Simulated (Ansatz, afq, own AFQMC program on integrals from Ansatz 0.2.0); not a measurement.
## H₂O, singlet in 6-31G, levels against full CI

```xyz
3

O     0.0000   -0.0584    0.0000
H     0.0000    0.4635   -0.6808
H     0.0000    0.4635    0.6808
```

Basis 6-31G. Only valence electrons are correlated. Ansatz 0.2.0 and our own AFQMC program on the same integrals; the CISD trial comes from CCSD amplitudes, and released means the phaseless constraint is let go. Free AFQMC starts from the CCSD state and is never constrained. Its projection time is finite, and what remains of the start isn't in its error. ± is one standard error of the sampling.

Determinant: RHF, the one that the program's search chose, which needn't be the lowest solution. The geometry is a point of a scan.

Full CI on the same integrals is exact in this basis and with this determinant's frozen core.

- T1 diagnostic: 0.0052
- weight of the determinant in the CISD state: 0.964
- size of the correlated space: 8 electrons in 12 orbitals

Reference: full CI, correlation energy -3.435 eV. The released energy is read at 2.40 1/Eh (meV from the phaseless value at times in 1/Eh: 1.0 ± 1.4 at 0.24, -0.1 ± 0.8 at 0.51, -0.2 ± 0.7 at 0.99, 0.7 ± 1.3 at 1.62, 0.1 ± 1.0 at 2.40).

```json
{"level": "HF", "E − E(reference) (meV)": "3435.3", "share of correlation (%)": "0.00"}
{"level": "MP2", "E − E(reference) (meV)": "207.2", "share of correlation (%)": "93.97"}
{"level": "CCSD", "E − E(reference) (meV)": "31.0", "share of correlation (%)": "99.10"}
{"level": "CCSD(T)", "E − E(reference) (meV)": "11.1", "share of correlation (%)": "99.68"}
{"level": "CCSDT", "E − E(reference) (meV)": "9.2", "share of correlation (%)": "99.73"}
{"level": "CCSDT(Q)", "E − E(reference) (meV)": "-0.3", "share of correlation (%)": "100.01"}
{"level": "CCSDTQ", "E − E(reference) (meV)": "0.1", "share of correlation (%)": "100.00"}
{"level": "ph-AFQMC/HF", "E − E(reference) (meV)": "-32.8 ± 22.2", "share of correlation (%)": "100.95"}
{"level": "ph-AFQMC/CISD", "E − E(reference) (meV)": "0.2 ± 1.6", "share of correlation (%)": "99.99"}
{"level": "released AFQMC", "E − E(reference) (meV)": "0.3 ± 1.0", "share of correlation (%)": "99.99"}
{"level": "free AFQMC", "E − E(reference) (meV)": "-1.2 ± 1.0", "share of correlation (%)": "100.03"}
```

CCSDT and higher add their correlation energy to the determinant of the CCSD(T) run, since their own runs factorise the integrals more tightly (a shift of under 2 meV). Free projections are given only where their last times agree within the noise and don't stop above the reference; a slow remainder of the start can still hide under it. A walk keeps the symmetry of its determinant, which the program's search chose and which needn't be the lowest solution, so a lower state of the same spin and another symmetry isn't excluded. Released energies are given only where the last usable release times agree within the noise; a slower fall can still hide under it.
